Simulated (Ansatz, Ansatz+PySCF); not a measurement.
```xyz
10

C     0.0000    0.0000    0.0000
C     1.5275    0.0000    0.0000
C    -0.7637    1.3228    0.0000
C    -0.7637   -1.3228    0.0000
H     2.1347   -1.0112    0.0000
H     2.1347    1.0112    0.0000
H    -1.9430    1.3431    0.0000
H    -0.1916    2.3543    0.0000
H    -1.9430   -1.3431    0.0000
H    -0.1916   -2.3543    0.0000
```

UHF-MP2 on triplet C4H6 was run in several spherical basis sets with Ansatz (development build ahead of 0.2.0). Frozen core: 4 orbitals. Caution for UHF-MP2: the unrestricted determinant is spin contaminated.

Rank the basis sets by the total energy that they give, lowest first, with the distance from the lowest.
A. cc-pVDZ
B. 6-31G(d)
C. def2-SVP

A (0.00 eV), B (1.69 eV), C (3.55 eV).

Totals follow the description of the cores as much as that of the bonds, so this order isn't one of quality for chemistry.
